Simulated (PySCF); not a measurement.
# C5H3F: the cost of one run

Programs: PySCF 2.14.0, with density-fitted response routines of our own. Each step states its level of theory. These are calculated values for one molecule in the gas phase, unless marked as measured. Atoms count from 0, in the outputs and in this text.

## Step 1: The molecule as given

9 atoms, charge 0, multiplicity 1; geometry from: GFN2-xTB. The atoms were then displaced at random by about 0.01 Å, so the start is not that level's minimum.

Bonds of the start (Å): C0–C1 1.23, C1–C2 1.39, C2–C3 1.27, C3–C4 1.48, C4–F5 1.39, C4–C2 1.48, C0–H6 1.04, C3–H7 1.07, C4–H8 1.07.

## Step 2: Geometry optimisation at PBE0-D3(BJ)/def2-SVP

The job: settings as JSON, then the geometry in Å.

```
{"job": {"xc": "PBE0", "basis": "def2-SVP", "d3": "d3bj", "grid": 1, "shake": 0.01, "kind": "geom"}, "charge": 0, "multiplicity": 1}
C      2.558680     0.035100     0.144150
C      1.343610     0.078720    -0.048710
C     -0.038690     0.077750    -0.215960
C     -1.091350     0.457390    -0.820210
C     -1.308420    -0.434420     0.339580
F     -1.774910     0.125870     1.528650
H      3.586930     0.058010     0.282550
H     -1.592540     1.042160    -1.566490
H     -1.625500    -1.457730     0.322720
```

Run with:

```
$ OMP_NUM_THREADS=1 python probes_run.py task.json out
```

The driver reads the jobs from task.json and runs them one after another.

**Question.** How long does this first job take on 1 thread of Arm Neoverse N1, shared host, and how much memory does it need?

About 48 s, with a peak of 0.4 GiB.
